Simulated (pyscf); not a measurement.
Structures and frequencies: ωB97X-D3(BJ)/def2-SVP in PySCF.

### Question
Estimate by transition-state theory the rate constant of `[OH][GeH]` [singlet] + `[H][H]` → `[GeH2]` [singlet] + `[OH2]` (singlet surface; Ge–O, H–H broken, Ge–H, H–O formed) at 600 K, with ωB97M-D3(BJ)/def2-TZVP energies (ideal gas, 1 atm, RRHO with modes under 100 cm⁻¹ raised to 100, one conformer, R ln 2 for chiral ones without a mode under 150 cm⁻¹; no tunnelling).

### Answer
The electronic barrier is 25.4 kcal/mol and the thermal terms add +18.0, so ΔG‡ = 43.5 kcal/mol. With k_BT/h = 1.25e+13 s⁻¹ and RT = 1.192 kcal/mol, and a volume of 8.18e-20 cm³ per molecule at 1 atm, k = 1.5e-22 cm³ molecule⁻¹ s⁻¹. Wigner's tunnelling factor for 1346i cm⁻¹ would be 1.43, likely too low at so high a frequency. A shift of 1 kcal/mol in the barrier changes k by a factor 2.3. On the product side the descent ends in an adduct with a Ge–O contact, 16.6 kcal/mol under the separated species and 23.9 kcal/mol under the saddle at ωB97X-D3(BJ)/def2-TZVP. What is counted as broken (Ge–O) persists as a longer contact in the product adduct; parting that adduct is a step of its own. At the saddle there is also a short Ge–H contact that neither side keeps. One saddle was located; it need not be the lowest between these sides. Elements up to Kr have no core potential and no relativistic terms here.
